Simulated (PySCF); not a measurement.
## Atomic charges by several schemes

Compound: furan, C₄H₄O.
Cartesian coordinates in Å at the GFN2-xTB level; atoms count from 1:
```xyz
9
C4H4O angstrom
C     -0.8489    0.5497   -0.1100
C      0.5273    0.8722   -0.0092
C      1.1780   -0.3148    0.1187
O      0.3074   -1.3366    0.1035
C     -0.9182   -0.8063   -0.0352
H     -1.6665    1.2321   -0.2212
H      0.9649    1.8489   -0.0299
H      2.2173   -0.5545    0.2246
H     -1.7477   -1.4846   -0.0665
```

Density: PBE0/pcSseg-1 (PySCF); schemes: Mulliken, IAO, Hirshfeld and ESP-fitted. Geometry: GFN2-xTB; no solvent, vibrations or thermal averaging.

**Question.** Atoms with like bonding are taken together and averaged. Do the Mulliken, IAO, Hirshfeld and ESP-fitted schemes agree on where the charge is highest?

**Answer.** The schemes don't all agree: Mulliken C3/C5 (+0.155); IAO H8/H9 (+0.172); Hirshfeld H8/H9 (+0.062); ESP-fitted H6/H7 (+0.175).

**Question.** Which atoms carry the lowest charge in the Mulliken, IAO, Hirshfeld and ESP-fitted schemes?

**Answer.** The schemes don't all agree: Mulliken O4 (-0.354); IAO C1/C2 and O4 (-0.225); Hirshfeld C1/C2 (-0.091); ESP-fitted C1/C2 (-0.224).

**Question.** At which atom do the 4 schemes differ most?

**Answer.** At O4: from -0.354 (Mulliken) to -0.062 e (Hirshfeld), 0.292 e apart.

**Question.** What partial charge does each atom carry?

**Answer.** In e; atoms taken as equivalent share a row and are averaged (×n: the atom named and its like, n in all):

```csv
atom,environment,Mulliken,IAO,Hirshfeld,ESP-fitted
C1/C2,aromatic CH carbon,-0.175,-0.225,-0.091,-0.224
C3/C5,aromatic CH next to a ring oxygen,+0.155,-0.001,+0.003,-0.050
O4,furan-type oxygen,-0.354,-0.225,-0.062,-0.123
H6/H7,aromatic hydrogen,+0.091,+0.167,+0.057,+0.175
H8/H9,aromatic hydrogen,+0.106,+0.172,+0.062,+0.160
```

Mean size of the charges over all atoms: Mulliken 0.157 e, IAO 0.150 e, ESP-fitted 0.149 e, Hirshfeld 0.054 e. Each set sums to the total charge, 0, to within 0.001 e. The Mulliken scheme counts on each atom the diagonal of the density matrix times the overlap matrix over that atom's basis functions.

**Question.** How many electrons does the Hirshfeld scheme count on C5?

**Answer.** Its own charge is +0.003 e, so Z − q = 5.997.

**Question.** How closely do the schemes follow one another over all atoms?

**Answer.** Correlation coefficient and root-mean-square difference: IAO with Hirshfeld 0.99, 0.111 e; Hirshfeld with ESP-fitted 0.98, 0.101 e; IAO with ESP-fitted 0.97, 0.042 e; Mulliken with IAO 0.83, 0.100 e; Mulliken with Hirshfeld 0.81, 0.130 e; Mulliken with ESP-fitted 0.68, 0.134 e.

**Question.** Sum the charges by element, for elements with more than one atom.

**Answer.** 
| element | atoms | Mulliken | IAO | Hirshfeld | ESP-fitted |
| --- | --- | --- | --- | --- | --- |
| C | 4 | -0.041 | -0.451 | -0.176 | -0.547 |
| H | 4 | +0.395 | +0.677 | +0.238 | +0.670 |
